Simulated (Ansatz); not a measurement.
# Band gap of YAlGeO5 (Pbam, No. 55; cell taken from a computed entry) at several levels of theory

No measured value is used here.

| level (code) | value (eV) |
|---|---|
| LDA (Ansatz) | 4.00 |
| PBEsol (Ansatz) | 4.03 |
| r²SCAN (Ansatz) | 4.76 |
| HSE06 (Ansatz) | 5.88 |
| PBE0 (Ansatz) | 6.62 |

Computed values are for a static lattice. Spin–orbit coupling is included only where a level's name says +SOC; with heavier elements it mostly lowers gaps and can invert bands.  Values are at the PBEsol cell. Cutoffs and k meshes differ between the levels. Ansatz's density-functional and Hartree–Fock values are scalar-relativistic unless marked +SOC, with PAW data made under PBE.

Ansatz is a program for electronic structure.
